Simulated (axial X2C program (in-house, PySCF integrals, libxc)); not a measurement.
# Potential curves of ClF, 2c

Computed with an in-house relativistic program for diatomic molecules. Two-component (2c) means X2C with spin–orbit coupling and atomic mean-field two-electron Coulomb and Gaunt terms. Basis: Cl dyall-av3z [9s8p3d2f], F dyall-av3z [7s6p3d2f] (cores contracted in-house); Gaussian nuclei, density fitting, unrestricted open shells. Masses: Cl 34.969 u, F 18.998 u.

State: Ω = 0 (closed shell). Energies in eV from the fragments at the same level (Cl + F). Fits are polynomials in 1 − R0/R over 0.85 to 1.23 times the lowest point R0.

| R (Å) | CCSD | MP2 | CCSD(T) | PBE0 |
| --- | --- | --- | --- | --- |
| 1.4198 |  | -1.6764 |  | -1.5949 |
| 1.4851 | -1.8642 | -2.2798 | -1.9773 | -2.1738 |
| 1.5341 | -2.1227 | -2.5445 | -2.2502 | -2.4218 |
| 1.5830 | -2.2597 | -2.6872 | -2.4017 | -2.5486 |
| 1.6320 | -2.3032 | -2.7361 | -2.4605 | -2.5817 |
| 1.6891 | -2.2646 | -2.7029 | -2.4408 | -2.5298 |
| 1.7462 | -2.1556 | -2.5983 | -2.3523 | -2.4058 |
| 1.8197 | -1.9451 | -2.3919 | -2.1708 | -2.1721 |
| 1.9094 |  | -2.0740 |  | -1.8169 |
| 2.0400 |  | -1.5596 |  | -1.2381 |

Correlated methods: 14 electrons correlated (number of frozen shells: Cl 2 s, 1 p; F 1 s), 194 virtual spin orbitals or spinors in MP2, 90 natural virtuals in coupled cluster.

The state is a single determinant with fixed occupations, the lowest that a limited PBE0 search found. The closed shell is kept restricted, so the energy runs too high when the bond is stretched far. De is counted from the lowest determinant-based energies of the atoms at the same level, without counterpoise correction. Coupled cluster ran in a truncated set of natural virtual spinors; the MP2 energy of the rest was added. (T) has no such correction and the atoms are truncated less, which lowers De at CCSD(T) by a hundredth of an eV or more. In 2c an atomic determinant is not the ground J level, so De misses part of the atomic spin–orbit lowering. This holds for PBE0. The functionals have no current-density term, which raises determinants with orbital currents, atoms included. Coupled cluster ran on the points near the minimum only. MP2 and coupled cluster on one determinant become unreliable at the stretched end.

(1) Fit the CCSD curve near its minimum: give the equilibrium distance, the harmonic wavenumber and the well depth.

(2) What are Re, ωe and De at the MP2 level?

(3) What are Re, ωe and De at the CCSD(T) level?

(4) Fit the PBE0 curve near its minimum: give the equilibrium distance, the harmonic wavenumber and the well depth.

Results:

(1) At CCSD, 2c: Re = 1.635 Å, ωe ≈ 804 cm⁻¹, De = 2.30 eV to Cl + F; Be follows as 0.512 cm⁻¹.

(2) At MP2, 2c: Re = 1.639 Å, ωe ≈ 800 cm⁻¹, De = 2.74 eV to Cl + F; Be follows as 0.51 cm⁻¹.

(3) At CCSD(T), 2c: Re = 1.647 Å, ωe ≈ 773 cm⁻¹, De = 2.46 eV to Cl + F; Be follows as 0.505 cm⁻¹.

(4) At PBE0, 2c: Re = 1.628 Å, ωe ≈ 825 cm⁻¹, De = 2.58 eV to Cl + F; Be follows as 0.517 cm⁻¹.
